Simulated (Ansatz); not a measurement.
## An input for singlet BH2O−

BH2O− has 4 atoms, charge -1, and is taken as a singlet. As SMILES of the parent species, `[BH]O`. Geometry: optimised at B3LYP/def2-SVP.

```xyz
4

B     0.1289   -0.5295    0.4656
O     0.0607    0.5470   -0.4683
H    -1.0951   -0.9604    0.4701
H     0.9610    0.8827   -0.4877
```

Settings wanted:

```yaml
basis_set: def2-TZVPP
core_potential: none
task: energy
method: CCSD(T)
dispersion: none
reference: RHF
accuracy: medium
frozen_core_orbitals: 2
start_density: atoms
```

Problem. Write the Ansatz 0.2.0 input and the command.

Solution. One that was run (others would do as well):

input.yaml:
```yaml
crystal:
  periodic: [false, false, false]
  atoms:
    - {symbol: B, position_ang: [0.128888, -0.529541, 0.465609]}
    - {symbol: O, position_ang: [0.060669, 0.546972, -0.468296]}
    - {symbol: H, position_ang: [-1.095060, -0.960355, 0.470074]}
    - {symbol: H, position_ang: [0.961002, 0.882723, -0.487686]}
basis:
  gaussian:
    orbitals: def2-TZVPP
total_charge: -1
correlation:
  method: ccsd_t
  frozen_orbitals: {B: 1, H: 0, O: 1}
scf:
  omitted_lower_state_checks: [cluster_reference, increment]
```

```bash
$ ansatz run input.yaml --threads 1 --pin off --max-ram 3480MiB --events-out events.jsonl --progress --plain --runs-dir runs
```

Calculated total energy: -101.06969 Eh. The restricted solution is unstable to spin breaking, so it isn't the lowest, and correlation built on it is unsound. Without diffuse functions the anion is poorly described.
